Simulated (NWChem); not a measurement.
System: fluorine (F2); SMILES FF

Input file for NWChem:

```
start job
memory heap 200 mb stack 900 mb global 1100 mb
geometry units angstroms noautoz
  F      0.000000     0.000000     0.688226
  F      0.000000     0.000000    -0.688226
end
basis spherical
  * library def2-tzvpd
end
dft
  xc becke88 lyp
  iterations 150
  mulliken
end
task dft energy
```

Excerpt of the output:

```
             Northwest Computational Chemistry Package (NWChem) 7.3.0
             --------------------------------------------------------

 ORDER OF PRIMARY AXIS IS BEING SET TO 4
 D4H symmetry detected

                             Geometry "geometry" -> ""
                             -------------------------

 Output coordinates in angstroms (scale by  1.889725989 to convert to a.u.)

  No.       Tag          Charge          X              Y              Z
 ---- ---------------- ---------- -------------- -------------- --------------
    1 F                    9.0000     0.00000000     0.00000000     0.68822600
    2 F                    9.0000     0.00000000     0.00000000    -0.68822600

 Effective nuclear repulsion energy (a.u.)      31.1404663359

      Symmetry information
      --------------------

 Group name             D4h
 Group number             28
 Group order              16
 No. of unique centers     1

                                 NWChem DFT Module
                                 -----------------

 Summary of "ao basis" -> "ao basis" (spherical)
 ------------------------------------------------------------------------------
       Tag                 Description            Shells   Functions and Types
 ---------------- ------------------------------  ------  ---------------------
 F                         def2-tzvpd               14       40   6s4p3d1f

      Symmetry analysis of basis
      --------------------------

        a1g        14
        a1u         0
        a2g         0
        a2u        14
        b1g         4
        b1u         4
        b2g         4
        b2u         4
        eg         18
        eu         18

            General Information
            -------------------
          SCF calculation type: DFT
          Wavefunction type:  closed shell.
          No. of atoms     :     2
          No. of electrons :    18
           Alpha electrons :     9
            Beta electrons :     9
          Charge           :     0
          Spin multiplicity:     1
          Use of symmetry is: on ; symmetry adaption is: on
          Maximum number of iterations: 150
          AO basis - number of functions:    80
                     number of shells:    28
          Convergence on energy requested:  1.00D-06
          Convergence on density requested:  1.00D-05
          Convergence on gradient requested:  5.00D-04

              XC Information
              --------------
                    Becke 1988 Exchange Functional  1.000
              Lee-Yang-Parr Correlation Functional  1.000

             Grid Information
             ----------------
          Grid used for XC integration:  medium
          Radial quadrature: Mura-Knowles
          Angular quadrature: Lebedev.
          Tag              B.-S. Rad. Rad. Pts. Rad. Cut. Ang. Pts.
          ---              ---------- --------- --------- ---------
          F                   0.50       49           9.0       434
          Grid pruning is: on
          Number of quadrature shells:    49
          Spatial weights used:  Erf1

      Superposition of Atomic Density Guess
      -------------------------------------

 Sum of atomic energies:        -198.83651943

      Non-variational initial energy
      ------------------------------

 Total energy =    -198.623807
 1-e energy   =    -340.673291
 2-e energy   =     110.909017
 HOMO         =      -0.488375
 LUMO         =      -0.167725

      Symmetry analysis of molecular orbitals - initial
      -------------------------------------------------

 !! scf_movecs_sym_adapt:   16 vectors were symmetry contaminated

  Symmetry fudging

 !! scf_movecs_sym_adapt:   14 vectors were symmetry contaminated

  Numbering of irreducible representations:

     1 a1g         2 a1u         3 a2g         4 a2u         5 b1g
     6 b1u         7 b2g         8 b2u         9 eg         10 eu

  Orbital symmetries:

     1 a1g         2 a2u         3 a1g         4 a2u         5 a1g
     6 eu          7 eu          8 eg          9 eg         10 a2u
    11 a2u        12 a1g        13 eu         14 eu         15 eg
    16 eg         17 a1g        18 a2u        19 b1g

     ---------------------------------------------
      Total Density - Mulliken Population Analysis
     ---------------------------------------------

    Atom       Charge   Shell Charges
 -----------   ------   -------------------------------------------------------
    1 F    9     9.00   0.77  1.20  0.62  1.01  0.35  0.00  2.11  2.11  0.81  0.01  0.00  0.01 -0.00  0.00
    2 F    9     9.00   0.77  1.20  0.62  1.01  0.35  0.00  2.11  2.11  0.81  0.01  0.00  0.01 -0.00  0.00

   convergence    iter        energy       DeltaE   RMS-Dens  Diis-err
 ---------------- ----- ----------------- --------- --------- ---------
 d= 0,ls=0.0,diis     1   -199.5577458529 -2.31D+02  4.61D-03  1.01D+00
 d= 0,ls=0.0,diis     2   -199.5712175357 -1.35D-02  2.95D-03  4.39D-01
 d= 0,ls=0.0,diis     3   -199.5959264286 -2.47D-02  1.03D-03  5.77D-02
 d= 0,ls=0.0,diis     4   -199.6000494520 -4.12D-03  1.61D-04  1.94D-03
 d= 0,ls=0.0,diis     5   -199.6001768811 -1.27D-04  2.01D-05  1.95D-05
  Resetting Diis
 d= 0,ls=0.0,diis     6   -199.6001786232 -1.74D-06  3.80D-07  1.40D-08
 d= 0,ls=0.0,diis     7   -199.6001786242 -9.76D-10  3.59D-08  2.14D-11

         Total DFT energy =     -199.600178624225
      One electron energy =     -340.056965617126
           Coulomb energy =      130.087398253941
    Exchange-Corr. energy =      -20.771077596934
 Nuclear repulsion energy =       31.140466335895

 Numeric. integr. density =       18.000002230932

                  Occupations of the irreducible representations
                  ----------------------------------------------

[...]
```

Level: BLYP/def2-TZVPD. The geometry was optimised at PBE0/def2-SVP.
